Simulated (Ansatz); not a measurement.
Input file:

```yaml
crystal:
  periodic: [false, false, false]
  atoms:
    - {symbol: Ge, position_ang: [0.000000, -0.049175, 0.885869]}
    - {symbol: O, position_ang: [0.000000, 0.272154, -4.000578]}
    - {symbol: H, position_ang: [1.259685, -0.797642, 1.363291]}
    - {symbol: H, position_ang: [0.000000, 1.406184, 1.360743]}
    - {symbol: H, position_ang: [-1.259685, -0.797642, 1.363291]}
    - {symbol: H, position_ang: [0.000000, -0.586961, -4.427285]}
basis:
  gaussian: {orbitals: STO-3G}
correlation: {method: fic_mrcisd_q_relaxed, electrons: outside_noble_gas, active_space: {window: {electrons: 8, orbitals: 5}}}
scf: {lower_state_search: off}
```

```sh
$ ansatz run in.yaml --threads 1 --pin off --events-out ev --progress --plain --max-ram 2393MiB
```

Log:

```
these checks for a lower state are left out or cut short: stability, starts, cluster_reference, orbital_swaps, neighbouring_geometries, increment
291 factors; integrals over basis functions are off by at most 2.7e-5 eV
mean field evaluation 1: about -57885.5369 eV, gradient 2.9e1 eV
mean field evaluation 2: about -57885.5478 eV, gradient 2.9e1 eV
mean field evaluation 4: about -57887.8069 eV, gradient 1.8e1 eV
mean field evaluation 8: about -57887.7902 eV, gradient 1.8e1 eV
mean field evaluation 16: about -57893.1458 eV, gradient 1.9e-5 eV
mean field -57893.14575187 eV, -2127.5338649976 hartree, gradient 2.5e-6 eV, S^2 0.000000; 0 other end points of the search recorded, 0 dependent functions left out
reference -57893.14575187 eV, -2127.5338649976 hartree; 22, 22 occupied and 5, 5 virtual orbitals, 291 factors
state -57900.37583842 eV, -2127.7995657775 hartree
contracted CI cycle   1: correlation 0.00000000 eV, 0.0000000000 hartree, residual 8.80e0 eV
contracted CI cycle   2: correlation -1.90235204 eV, -0.0699101480 hartree, residual 1.81e0 eV
contracted CI cycle   3: correlation -1.97508856 eV, -0.0725831657 hartree, residual 3.64e-1 eV
contracted CI cycle   4: correlation -1.97838104 eV, -0.0727041621 hartree, residual 9.03e-2 eV
contracted CI cycle   5: correlation -1.97863180 eV, -0.0727133774 hartree, residual 3.01e-2 eV
contracted CI cycle   6: correlation -1.97865979 eV, -0.0727144062 hartree, residual 8.73e-3 eV
contracted CI cycle   7: correlation -1.97866160 eV, -0.0727144725 hartree, residual 2.01e-3 eV
contracted CI cycle   8: correlation -1.97866171 eV, -0.0727144765 hartree, residual 9.71e-4 eV
state -57900.37583842 eV, -2127.7995657775 hartree; corrected -57902.46317319 eV, -2127.8762739155 hartree
WARN: 3 active orbitals are nearly empty or full. The corrections depend on them more than the energy does, and are more stable in an active space without them
Total energy: -57902.46317319 eV, -2127.8762739155 hartree
Checks for a lower state left out: stability, starts, cluster_reference, orbital_swaps, neighbouring_geometries, increment
```

Ran on 1 thread of Arm Neoverse V1, shared host: 0.87 s wall, 0.29 GiB peak host memory.
